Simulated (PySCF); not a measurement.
Gas-phase reaction: 2 (CH3)3SiH + 2 CH ⇌ 2 (CH3)2Si + C4H10 (isobutane)

Method: PySCF energies plus ideal-gas RRHO corrections (1 bar). † marks an energy on the PBE0/def2-TZVP geometry and frequencies; other levels use their own. 6-31G* has spherical d functions here. Open shells (unrestricted): CH (multiplicity 2, electronic degeneracy 4); the rest are closed-shell singlets. Spin-orbit splitting is ignored; it lowers the true energy and changes the entropy of CH. B3LYP is the form with VWN-RPA correlation. No R ln 2 is added for the mirror-image form of (CH3)2Si. (CH3)2Si: computed as isolated molecules; such fragments, hydroxides, amides, oligomers or adducts are transient or little studied in the gas. The harmonic model lacks anharmonicity and excited electronic states, which grow with temperature; levels with a mode under 35 cm⁻¹ are left out. Internal rotation in (CH3)3SiH, (CH3)2Si, C4H10 (isobutane) is treated as a harmonic vibration of one conformer, which makes the entropy rough. Warning, spin contamination: CH (B3LYP/def2-TZVP†, BLYP/def2-TZVP†, M06-2X/def2-TZVP†, PBE/def2-TZVP†, PBE0/def2-SVP†, PBE0/def2-TZVP, r2SCAN/def2-TZVP†, LDA/def2-TZVP†, ωB97X-V/def2-TZVP†).

| level | ΔE electronic, kJ | ΔH°(298 K), kJ | ΔS°(298 K), J/K | ΔG°(1800 K), kJ |
|---|---|---|---|---|
| B3LYP/6-31G* | -821 | -769 | -138 | -480 |
| B3LYP/def2-TZVP† | -774 | -723 | -142 | -428 |
| BLYP/def2-TZVP† | -783 | -732 | -142 | -437 |
| M06-2X/def2-TZVP† | -808 | -757 | -142 | -462 |
| PBE/def2-TZVP† | -847 | -797 | -142 | -501 |
| PBE0/def2-SVP† | -852 | -802 | -142 | -506 |
| PBE0/def2-TZVP | -812 | -762 | -142 | -466 |
| r2SCAN/def2-TZVP† | -773 | -723 | -142 | -428 |
| LDA/def2-TZVP† | -993 | -943 | -142 | -647 |
| ωB97X-V/def2-TZVP† | -772 | -721 | -142 | -426 |
ΔH° is lowest at LDA/def2-TZVP† and highest at ωB97X-V/def2-TZVP†. No reference value is set beside these.
